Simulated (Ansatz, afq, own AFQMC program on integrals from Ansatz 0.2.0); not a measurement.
AFQMC on a folder of integrals that Ansatz 0.2.0 wrote.

```yaml
crystal:
  periodic: [false, false, false]
  atoms:
    - {symbol: O, position_ang: [0.000000, 0.000000, 0.000000]}
    - {symbol: C, position_ang: [0.000000, 0.000000, 1.289000]}
basis:
  gaussian: {orbitals: 6-31G}
magnetization: {spin_polarized: true, initial_magnetization: 2}
correlation: {method: ccsd_t, electrons: outside_noble_gas, hamiltonian_folder: ham}
```

```sh
$ ansatz run in.yaml --threads 1 --pin off --events-out ev --progress --plain --max-ram 16896MiB --backend cuda --devices 0, --max-vram 18GiB
```

Options of the walk:

```
--method free --trial cisd --walkers 100 --time-step 0.01 --max-blocks 30 --target-error 0.00076 --factor-cut 1e-05 --seed 3387 --times 0.0,0.5,1.0,2.0,3.0,4.0 --taylor-order 6
```

Times are imaginary, in 1/Eh. The walk had a cap of 60 s.

afq prints:

```
orbitals 16  electrons 6 4  factors 92 of 202
reference energy -112.49943249 Eh
CCSD correlation -0.18358200 Eh in 17 cycles, weight of the determinant in the CISD state 0.7584
repeat  energy at the last time / Eh  error
    10  -112.694113  0.003364
    20  -112.693916  0.002211
    30  -112.693016  0.001607
time / (1/Eh)  energy / Eh  error  mean overlap
  0.00  -112.683330  0.000669  1.3192
  0.50  -112.689230  0.000680  1.3058
  1.00  -112.690371  0.000787  1.3023
  2.00  -112.689662  0.001019  1.3013
  3.00  -112.691333  0.001208  1.3178
  4.00  -112.693016  0.001607  1.2950
energy -112.693016 +/- 0.001607 Eh
```

The run passed its tests (error under three times the target), which doesn't prove that it has relaxed.

Against this walk (error 43.7 meV) on the same determinant: CCSD(T) 139.9 meV higher, full CI 55.6 meV higher (within the noise). The error is statistical, and a free projection of finite length keeps a remainder of its start. The determinant has ⟨S²⟩ = 2.50, so the low cluster orders mix in higher spin, and so can this walk. The last points still move (meV from the last: 103 ± 19 at 0.50, 72 ± 21 at 1.00, 91 ± 28 at 2.00, 46 ± 33 at 3.00, 0 ± 44 at 4.00), but the last one has reached full CI within the noise or passed it, so little can be left to fall. The determinant is a poor start (see the cautions), so the low cluster orders aren't to be relied on, and full CI is the sure value.

Cautions: remainder of the start not in the error; start is not spin pure; error above the target (43.7 against 20.7 meV); lower spins were not checked; strong correlation (T1 0.087, weight of the determinant 0.76, largest double 0.16); unrestricted determinant spin contaminated (⟨S²⟩ 2.50 against 2.00).

The walk took 17 s on 1 × NVIDIA H100 80GB HBM3 with 2 threads of AMD EPYC 7R13 Processor (Zen 3), on a shared host (the card was shared). The log's last line is the free-projection energy.
